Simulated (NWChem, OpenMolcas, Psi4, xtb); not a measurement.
How methods differ on AlCl (aluminium monochloride)

AlCl has 2 atoms, charge 0, and is taken as a singlet. As SMILES, `[Al][Cl]`. Geometry: the measured bond length.

```xyz
2

Al    0.0000    0.0000    0.0000
Cl    0.0000    0.0000    2.1301
```

Each level gives the dipole moment (D). The values are calculated.

| level | kind | program | value (D) |
| --- | --- | --- | --- |
| GFN1-xTB | semi-empirical | xtb | 4.62 |
| HF/aug-cc-pVTZ | Hartree–Fock | OpenMolcas | 1.48 |
| SVWN5/aug-cc-pVTZ | LDA | OpenMolcas | 1.50 |
| BLYP/aug-cc-pVTZ | GGA | Psi4 | 1.53 |
| r2SCAN/aug-cc-pVTZ | meta-GGA | OpenMolcas | 1.32 |
| B3LYP/aug-cc-pVTZ | global hybrid | NWChem | 1.59 |
| BHLYP/aug-cc-pVTZ | global hybrid | NWChem | 1.65 |

The values span 1.32 to 4.62 D.
